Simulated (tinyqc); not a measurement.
G0W0 on RHF in the sto-3g basis, for OH-, spin multiplicity 1, step by step. The basis has no diffuse functions, so it cannot describe the extra electron: this is an exercise in the method, not the real anion. One step of it, computed by the program tinyqc.

Question. G0W0 on Hartree-Fock: HOMO. W(p,q,m) = sqrt2 sum_ia (pq|ia) (X+Y)_ia,m; Sigma_c(x) = sum_(i,m) W^2/(x - e_i + w_m) + sum_(a,m) W^2/(x - e_a - w_m); solve x = e_p + Sigma_c(x) by Newton steps; Z = 1/(1 - dSigma/dx); 1 hartree = 27.211386 eV.

orbital energies (hartree): MO1 -19.403488, MO2 -0.583287, MO3 0.072223, MO4 0.239173, MO5 0.239173, MO6 1.173772

Two-electron integrals over orbitals (pq|rs), unique and non-zero (hartree):
```
(11|11) 4.745885    (21|11) -0.431734   (21|21) 0.061690    (22|11) 1.017075
(22|21) -0.015912   (22|22) 0.724615    (31|11) 0.189234    (31|21) -0.026179
(31|22) 0.011496    (31|31) 0.020244    (32|11) -0.191832   (32|21) 0.008363
(32|22) -0.035493   (32|31) 0.010474    (32|32) 0.146365    (33|11) 0.798572
(33|21) -0.008194   (33|22) 0.627977    (33|31) -0.002148   (33|32) -0.015845
(33|33) 0.647999    (41|41) 0.026002    (42|41) 0.033226    (42|42) 0.149400
(43|41) -0.013487   (43|42) -0.051307   (43|43) 0.042833    (44|11) 1.115338
(44|21) -0.012556   (44|22) 0.752487    (44|31) 0.005485    (44|32) -0.102753
(44|33) 0.620219    (44|44) 0.880159    (51|51) 0.026002    (52|51) 0.033226
(52|52) 0.149400    (53|51) -0.013487   (53|52) -0.051307   (53|53) 0.042833
(54|54) 0.047444    (55|11) 1.115338    (55|21) -0.012556   (55|22) 0.752487
(55|31) 0.005485    (55|32) -0.102753   (55|33) 0.620219    (55|44) 0.785270
(55|55) 0.880159    (61|11) 0.150102    (61|21) -0.023069   (61|22) -0.000619
(61|31) -0.003778   (61|32) -0.022860   (61|33) 0.011068    (61|44) 0.004075
(61|55) 0.004075    (61|61) 0.028837    (62|11) -0.208896   (62|21) 0.004544
(62|22) -0.105460   (62|31) -0.017176   (62|32) -0.027091   (62|33) -0.006225
(62|44) -0.111507   (62|55) -0.111507   (62|61) 0.019822    (62|62) 0.108510
(63|11) -0.280707   (63|21) 0.004469    (63|22) -0.110318   (63|31) 0.003740
(63|32) 0.120526    (63|33) -0.045338   (63|44) -0.157490   (63|55) -0.157490
(63|61) -0.010276   (63|62) 0.037741    (63|63) 0.167030    (64|41) -0.009937
(64|42) -0.039800   (64|43) -0.009156   (64|64) 0.038337    (65|51) -0.009937
(65|52) -0.039800   (65|53) -0.009156   (65|65) 0.038337    (66|11) 0.943129
(66|21) -0.010945   (66|22) 0.679906    (66|31) 0.014494    (66|32) 0.026617
(66|33) 0.641240    (66|44) 0.665922    (66|55) 0.665922    (66|61) -0.010314
(66|62) -0.086517   (66|63) -0.045874   (66|66) 0.719325
```

excitation energies w (hartree): [1.008362, 1.008362, 1.387912, 1.967826, 20.634868]

X + Y, order 1>6, 2>6, 3>6, 4>6, 5>6:
$$\begin{pmatrix}
0.000000 & 0.000000 & 0.002238 & -0.003469 & 0.998602 \\
0.000000 & 0.000000 & -0.122283 & 0.939333 & 0.000330 \\
0.000000 & 0.000000 & 0.885606 & 0.081314 & -0.000107 \\
0.014892 & 0.962615 & 0.000000 & 0.000000 & 0.000000 \\
0.962615 & -0.014892 & 0.000000 & 0.000000 & 0.000000
\end{pmatrix}$$

Give: The 12 largest terms at x = e_p; Newton steps; quasiparticle energy of the HOMO; Hartree-Fock value.

Answer.

The 12 largest terms at x = e_p (hartree; W for the signs of X + Y given):
```
q  m         W       term
5  3   -0.1780     0.0228
5  4   -0.1663     0.0140
2  1   -0.0542     0.0016
6  1    0.0522    -0.0014
3  1   -0.0125   1.32e-04
1  1   -0.0135   8.86e-06
5  5    0.0057   1.59e-06
2  2    0.0008   3.84e-07
6  2   -0.0008  -3.36e-07
3  2  1.93e-04   3.16e-08
1  2  2.09e-04   2.12e-09
```

Newton steps (hartree):
```
step       x  Sigma_c(x)       Z
0     0.2392      0.0372  0.9753
1     0.2755      0.0363  0.9764
2     0.2755      0.0363  0.9764
```

quasiparticle energy of the HOMO = 7.4962 eV

Hartree-Fock value = 6.5082 eV
